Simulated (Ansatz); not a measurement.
Grey tin (α-Sn)

Computed with HSE06 (PAW; Ansatz, an electronic-structure program).

Run with plane-wave cutoff 500 eV, 6×6×1 k mesh (along the axes of the cell as run), Fermi–Dirac smearing 0.1 eV, scalar-relativistic PAW data made under PBE.

Cell: relaxed with r²SCAN.

- surface energy of the (111) face: 1.46 J/m²
- work function of the (111) face: 4.72 eV

Note: exact exchange on metals is sensitive to the k mesh and can open a false gap.

The slab of 6 atoms is relaxed and unreconstructed.

Spin–orbit coupling is not included.

The computed numbers hold no vibrational or temperature effects.

The result took about 25 core-minutes (a rough figure).
